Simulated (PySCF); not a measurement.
ClNa, SMILES [Na][Cl] (connectivity only; charge and spin as stated), charge -1, multiplicity 2.

Geometry optimised at PBE0-D3(BJ)/def2-TZVPD. The spin state was assumed, not searched.

All values below come from CAM-B3LYP/def2-TZVPD (PySCF).

```
Quantity                                                              Value
------------------------------------------------  -------------------------
total energy                                             -622.61307 hartree
point group                                                             C∞v
α spin, highest occupied and lowest empty level           -0.21 and 2.57 eV
β spin, highest occupied and lowest empty level           -4.28 and 2.36 eV
dipole moment about the centre of nuclear charge                     3.77 D
mean static polarisability                           334.1 bohr³ (49.51 Å³)
polarisability, principal values                  238.0, 382.2, 382.2 bohr³
⟨S²⟩                                                0.750 (pure state 0.75)
```
